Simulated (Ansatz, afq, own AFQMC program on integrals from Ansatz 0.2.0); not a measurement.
# Atomization energy of C₂H₉FGeOSi, singlet, worked out

```xyz
15

C    -1.9437    1.6500   -0.2308
O    -0.8284    0.8002   -0.2602
Si   -0.8095   -0.8176    0.0660
F    -1.1993   -1.0489    1.6300
C     0.9143   -1.4129   -0.2276
Ge    2.2998   -0.1003    0.2521
H    -2.8062    1.2211   -0.7732
H    -2.2598    1.8647    0.8043
H    -1.6766    2.6017   -0.7140
H    -1.8725   -1.5103   -0.7150
H     1.0455   -1.6708   -1.2913
H     1.0810   -2.3338    0.3546
H     2.0133    0.4995    1.6396
H     3.6671   -0.8135    0.2931
H     2.3532    1.0203   -0.7979
```

Basis def2-SVP. Noble-gas cores (and the filled d shells of Ga–Kr and In–Xe) are frozen. Ansatz 0.2.0 and our own AFQMC program on the same integrals; the CISD trial comes from CCSD amplitudes, and released means the phaseless constraint is let go. ± is one standard error of the sampling. No spin–orbit coupling.

Total energies in eV. CBS is CCSD(T) at the limit of def2-TZVPP/QZVPP (MP2 extrapolated, CCSD(T) minus MP2 added); the highest rung of each member is named.

Cautions: inner d shell frozen; no relativity below Rb; no spin-orbit coupling; C₂H₉FGeOSi (singlet): the released value is read at 0.90 1/Eh with a noise of 25 meV, more than in the cases checked (meV from the phaseless value at times in 1/Eh: -2 ± 19 at 0.21, -1 ± 25 at 0.42, -29 ± 28 at 0.63, 5 ± 25 at 0.90).

```
             member  count  CCSD(T)/def2-SVP  highest rung in def2-SVP           which  CCSD(T)/CBS
        C (triplet)     +2        -1026.2885                -1026.2976             FCI   -1028.3711
        O (triplet)     +1        -2036.4313                -2036.4367             FCI   -2041.0257
       Si (triplet)     +1        -7859.0718                -7859.0829             FCI   -7862.5673
        F (doublet)     +1        -2705.7565                -2705.7621             FCI   -2712.1238
       Ge (triplet)     +1       -56466.7777               -56466.7864             FCI  -56475.6421
        H (doublet)     +9          -13.5861                  -13.5861             FCI     -13.6059
C₂H₉FGeOSi, singlet     -1       -71295.6851      -71295.7652 ± 0.0255  released AFQMC  -71326.7556
```

Task: Work out the best estimate of the atomization energy: the CCSD(T)/CBS difference plus the step from CCSD(T) to the highest rung.

Result: Sums with the counts: CCSD(T)/CBS 56.2014 eV, highest rung 52.8270 eV, CCSD(T)/def2-SVP 52.7959 eV. The step is 52.8270 − 52.7959 = 0.0311 eV, so the best estimate is 56.2014 + (0.0311) = 56.2325 eV = 5425.6 kJ/mol, with sampling noise 0.025 eV. The step is under twice that noise, so its sign is open. The basis set is worth 3.405 eV of it. Zero-point, core-correlation and spin–orbit terms aren't in it. Past Ne the Hartree–Fock part of each CBS total tends to overshoot, since the cores don't follow the formula; that largely cancels in the difference.

Best estimates are given only where the step beyond CCSD(T) is under 0.3 eV and no member's determinant is very poor (T1 over 0.05, or 0.07 for open shells, ⟨S²⟩ too high by 0.3, two states mixed), so the hardest cases are missing from such tables.

Each member of a difference takes its own highest rung, so a best estimate needn't equal the limit plus the step of one row. Released energies are given only where the last usable release times agree within the noise; a slower fall can still hide under it.
